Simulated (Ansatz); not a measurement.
A calculation on SiSe₂ (Ibam, No. 72) returned equilibrium volume per atom 26.84 Å³/atom, formation enthalpy -0.383 eV/atom.

For reference: equilibrium volume per atom 28.28 Å³/atom (measured, temperature not stated, copied from a table, unchecked, not corrected to a static lattice; as tabulated in Acta Crystallographica B 38, 1270 (1982)).

### Question
Which level of theory produced these numbers?
A) LDA (Ansatz (a quantum-chemistry and plane-wave program))
B) PBE-D4 (Ansatz)
C) PBEsol (Ansatz)
D) PBE (Ansatz)

### Answer
B, PBE-D4 (Ansatz)

The others give: PBEsol 28.61 Å³/atom, -0.407 eV/atom; LDA 25.95 Å³/atom, -0.375 eV/atom; PBE 36.76 Å³/atom, -0.459 eV/atom.

Unless a cell is named, each level is at its own relaxed cell (LDA 25.95, PBE 36.76, PBE-D4 26.84, PBEsol 28.61 Å³/atom).

Ansatz's density-functional and Hartree–Fock values are scalar-relativistic unless marked +SOC, with PAW data made under PBE.
